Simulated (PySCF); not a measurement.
Question: What does the PBE0/def2-SVPD structure of `Clc1nncs1` look like in three dimensions?

Answer: 
```xyz
7
C2HClN2S angstrom
Cl     3.5729    0.7574    1.5638
C      1.9399    0.4695    1.1790
N      1.3482   -0.6629    1.3672
N      0.0567   -0.6435    0.9825
C     -0.3184    0.5025    0.5084
S      0.9286    1.7002    0.4908
H     -1.3275    0.7024    0.1501
```

Any rigid rotation of these coordinates is as good. Atoms count from 1 in this order. The 6 heavy atoms lie in one plane (0.000 Å rms). The 5-membered ring C2–N3–N4–C5–S6 has internal angles of 85.7° to 114.4° (sum 540°, against 540° for a flat polygon); it is planar, 0.00 Å rms from its mean plane, widest ring torsion 0°. N3 (pyridine-type nitrogen) is bent (angle 112.6°). N4 (pyridine-type nitrogen) is bent (angle 113.2°).

Bonds between heavy atoms (Å): Cl1–C2 1.702, C2–N3 1.291, N3–N4 1.348, N4–C5 1.296, C5–S6 1.729, C2–S6 1.735.

Method used: PySCF, PBE0/def2-SVPD geometry optimisation, gas phase.

Point group: Cs (tolerance 0.08 Å). Stationary, but not proved a minimum.
